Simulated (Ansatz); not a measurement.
Two structures of AlH$_{3}$SO, singlet, reached by relaxing down either side of one saddle point (PBE0-D4/def2-TZVP). Energies are electronic, without zero-point energy. Program: Ansatz 0.2.0. Basis: def2-TZVPP and def2-QZVPP. Cores are frozen in the correlated methods. Extrapolation: Hartree–Fock as exp(−7.88 √X), correlation as X^−2.97. First:

Al1  (0.347, 0.095, 0.243)
H2  (1.901, 0.314, 0.310)
S3  (-0.669, -0.416, -1.622)
H4  (0.482, -0.404, -2.317)
O5  (-0.557, 0.262, 1.660)
H6  (-1.503, 0.150, 1.727)
(Å)

Second:

```
6
angstrom
Al -0.6012 -0.1404 -0.2981
H 1.6305 0.2016 -0.0725
S -1.2047 -0.5972 -2.1548
H 1.5109 0.0373 -0.8054
O -0.3386 0.2228 1.3200
H -0.9968 0.2758 2.0108
```

(1) Which bonds change from the first to the second?

(2) Give the saddle point's structure and its height above each. (An estimate is asked for; the value comes from the calculation.)

No T1 diagnostic of these runs exceeds 0.018.

Answers

(1) AlH₃SO ([OH][AlH][SH]) → AlHSO ([OH][Al][S]) + H₂; bonds formed: H2–H4; bonds broken: Al1–H2, S3–H4.

(2) The calculation gives: 1.973 eV above the first and 0.642 eV above the second (CCSD(T) at an estimated basis limit (MP2 extrapolated from triple and quadruple zeta, plus CCSD(T) − MP2 in triple zeta)).
```tsv
atom	x (Å)	y (Å)	z (Å)
Al1	-0.2151	-0.0365	-0.0340
H2	1.5140	0.1195	-0.4071
S3	-0.6147	-0.4864	-1.9965
H4	1.0426	-0.1093	-1.2285
O5	-0.4483	0.2622	1.5961
H6	-1.2785	0.2503	2.0700
```

Labels in which every atom is bracketed show which atoms are joined, not bond orders.

For scale, one of the runs: CCSD(T)/def2-TZVPP, 157 basis functions, launched by `ansatz run in.yaml --threads 2 --pin off --events-out ev --progress --plain --max-ram 4352MiB`. Time: 14 s of wall clock on 2 CPU threads of an Arm Neoverse V2; the host was shared. Peak host memory: 1 GiB.
